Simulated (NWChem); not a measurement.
# SO (sulfur oxide): UPBE/6-311+G(d,p)

Aim: the vertical ionisation energy of SO (sulfur oxide) at UPBE/6-311+G**, from 2 runs. 

The calculation is run with NWChem 7.3.0.

2 further runs of the same task are left out: 2 set aside as unsound or not needed.

### 1 The structure to begin with

The species is SO (2 atoms), meant as a triplet with charge 0. As SMILES, `O=S`. The bond length is the measured one.

Bond lengths: O1–S2 1.481 Å.

### 2 A single-point energy at UPBE/6-311+G(d,p)

The input, m1.nw:

```
start m1
title "OS energy"
memory stack 880 mb heap 220 mb global 1100 mb

geometry noautosym nocenter noautoz
 O      0.000000     0.000000     0.000000
 S      0.000000     0.000000     1.481087
end

basis spherical bse
 * library 6-311+G**
end

dft
 xc xpbe96 cpbe96
 mult 3
 grid lebedev 75 11
 convergence energy 1e-08
 maxiter 100
 mulliken
 print low
end

task dft energy
```

Run with:

```console
$ nwchem m1.nw > m1.out
```

The program printed:

```text
[...]
 d= 0,ls=0.0,diis     1   -473.0754563227 -5.19D+02  1.23D-02  3.11D-01     0.2
[...]
 d= 0,ls=0.0,diis    10   -473.1479926817 -5.34D-09  1.07D-06  5.91D-09     1.4
[...]
         Total DFT energy =     -473.147992681741
      One electron energy =     -743.605634707568
           Coulomb energy =      258.715397557178
    Exchange-Corr. energy =      -33.990847423968
 Nuclear repulsion energy =       45.733091892618
[...]
      Total Density - Mulliken Population Analysis
     ---------------------------------------------
    Atom       Charge   Shell Charges
 -----------   ------   -------------------------------------------------------
    1 O    8     8.19   1.09  0.91  0.94  1.06  1.97  0.88  1.40 -0.06  0.00  0.01
    2 S   16    15.81   0.78  1.19  0.93  1.06  1.16  0.89  1.86  4.01  1.03  2.22  0.52  0.04 -0.02  0.13
[...]
      <S2> =      2.0032 (Exact =     2.0000)
[...]
```

Run time: 1.9 s. Hardware: 1 thread of AMD EPYC 9R45 (Zen 5), shared host; peak memory 0.11 GiB.

### 3 The doublet cation, same level

The input, nw.nw:

```
start nw
memory 2200 mb
charge 1

geometry units bohr noautosym nocenter noautoz
 O      0.00000000     0.00000000     0.00000000
 S      0.00000000     0.00000000     2.79884880
end

basis spherical bse
 * library 6-311+G**
end

dft
 xc xpbe96 cpbe96
 mult 2
 grid lebedev 75 11
 convergence energy 1e-08
 maxiter 100
 mulliken
 print low
end

task dft energy
```

Run with:

```console
$ nwchem nw.nw > nw.out
```

The program printed:

```text
[...]
 d= 0,ls=0.0,diis     1   -472.6295670344 -5.18D+02  2.42D-02  9.55D-01     0.2
[...]
 d= 0,ls=0.5,diis    24   -472.7643452614 -9.90D-09  1.21D-07  1.19D-08     3.1
[...]
         Total DFT energy =     -472.764345266469
      One electron energy =     -734.873680210696
           Coulomb energy =      249.987455945241
    Exchange-Corr. energy =      -33.611209547990
 Nuclear repulsion energy =       45.733088546977
[...]
      Total Density - Mulliken Population Analysis
     ---------------------------------------------
    Atom       Charge   Shell Charges
 -----------   ------   -------------------------------------------------------
    1 O    8     7.86   1.09  0.91  0.91  1.11  1.91  0.86  1.22 -0.10 -0.06  0.02
    2 S   16    15.14   0.78  1.19  0.94  1.05  1.27  0.82  1.85  4.02  0.98  1.92  0.18  0.03 -0.00  0.13
[...]
      <S2> =      0.7515 (Exact =     0.7500)
[...]
```

It took 3.9 s on 1 thread of AMD EPYC 9R45 (Zen 5), shared host; peak memory 0.11 GiB.

### 4 Outcome

Level: UPBE/6-311+G**.

```
                                          quantity          value
                          triplet SO: total energy  -473.14799 Eh
                                  triplet SO: ⟨S²⟩          2.003
                      doublet cation: total energy  -472.76435 Eh
                              doublet cation: ⟨S²⟩          0.751
vertical ionisation energy (to the doublet cation)      10.440 eV
```

**Reading.** Removing an electron at fixed nuclei costs 10.44 eV (241 kcal/mol).
